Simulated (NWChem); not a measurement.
# Atomisation of ethanethiol (C2H6S)

SMILES: CCS
```xyz
9

C     -1.4697     0.7657    -0.2496
C     -0.5387    -0.4152    -0.4425
S      1.0632    -0.2609     0.4111
H     -2.4390     0.5822    -0.7415
H     -1.0443     1.6844    -0.6831
H     -1.6528     0.9540     0.8186
H     -0.9763    -1.3326    -0.0181
H     -0.3607    -0.6195    -1.5097
H      1.5130     0.8026    -0.2903
```
Charge 0, spin multiplicity 1.

The numbers come from NWChem runs, not from measurements. Structure: optimised with PBE0/def2-SVP, a minimum by its harmonic frequencies. It is one conformer; others weren't searched.

Basis set: def2-TZVP. The atomisation energy is electronic alone: no zero-point, thermal, spin-orbit or counterpoise terms. No value is extrapolated to the basis-set limit. Free atoms are single determinants with multiplicities C 3, S 3, H 2. Correlated methods freeze the same cores in atoms and molecule, 7 orbitals in all.

B3LYP has NWChem's definition, with VWN1-RPA local correlation. No SCF solution was tested for a lower state. Open-shell Hartree-Fock references start from PBE0 orbitals.

Problem. Order these methods by the atomisation energy they give, lowest first: HF, LDA (SVWN5), BHandHLYP, B3LYP, PBE0.

Solution. HF (572.9 kcal/mol), BHandHLYP (747.3 kcal/mol), B3LYP (763.0 kcal/mol), PBE0 (768.6 kcal/mol), LDA (SVWN5) (870.5 kcal/mol)
